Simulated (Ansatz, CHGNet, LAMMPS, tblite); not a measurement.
## Ladder of methods for the TO(Γ) frequency of 3C-SiC

Reference value: 796 cm⁻¹ (measured, temperature not stated, no zero-point or thermal correction; as tabulated in Wang et al. (1996), arXiv:mtrl-th/9510002).

Q: What do EDIP SiC.edip, GFN2-xTB, CHGNet 0.3.0, PBE, PBE-D3(BJ), r²SCAN+rVV10, HSE06 give, and how far is each from the reference?

A: 
```json
[
 {"level (code)": "EDIP SiC.edip (LAMMPS)", "value (cm⁻¹)": "1094", "cell (Å³/atom)": "10.38", "difference (%)": "+37"},
 {"level (code)": "GFN2-xTB (tblite)", "value (cm⁻¹)": "855", "cell (Å³/atom)": "10.46", "difference (%)": "+7.4"},
 {"level (code)": "CHGNet 0.3.0", "value (cm⁻¹)": "461", "cell (Å³/atom)": "10.49", "difference (%)": "-42"},
 {"level (code)": "PBE (Ansatz)", "value (cm⁻¹)": "775", "cell (Å³/atom)": "10.50", "difference (%)": "-2.6"},
 {"level (code)": "PBE-D3(BJ) (Ansatz)", "value (cm⁻¹)": "794", "cell (Å³/atom)": "10.28", "difference (%)": "-0.3"},
 {"level (code)": "r²SCAN+rVV10 (Ansatz)", "value (cm⁻¹)": "801", "cell (Å³/atom)": "10.30", "difference (%)": "+0.6"},
 {"level (code)": "HSE06 (Ansatz)", "value (cm⁻¹)": "811", "cell (Å³/atom)": "10.28", "difference (%)": "+1.9"}
]
```

Once the reference is moved by up to 3.0 % (a margin picked here for doubts on the reference and the settings, and for temperature and zero-point motion) and values within 0.7 % count as equal, the nearest can be PBE-D3(BJ) (-0.3 %), r²SCAN+rVV10 (+0.6 %), HSE06 (+1.9 %) or PBE (-2.6 %). By the same margin the farthest can be CHGNet 0.3.0 (-42 %) or EDIP SiC.edip (+37 %).

The measured value isn't corrected to a static lattice, so vibrations enter the comparison.  GFN2-xTB: the method was fitted mainly to molecules. GFN2-xTB: the run uses a supercell at the zone centre in place of a k mesh. PBE-D3(BJ): the dispersion coefficients are held fixed in the derivatives. Each level is taken at its own relaxed cell. Cutoffs and k meshes differ between the levels. Ansatz's density-functional and Hartree–Fock values are scalar-relativistic unless marked +SOC, with PAW data made under PBE.

Empirical potentials (EDIP SiC.edip) are fitted to chosen data: where that held the value shown, agreement is built in, and what lay outside the fit can be far off. Machine-learned potentials (CHGNet 0.3.0) are trained on DFT data: a solid inside that data is no test of them.

Differences are worked out from the printed values.

Ansatz is a quantum-chemistry and plane-wave program.
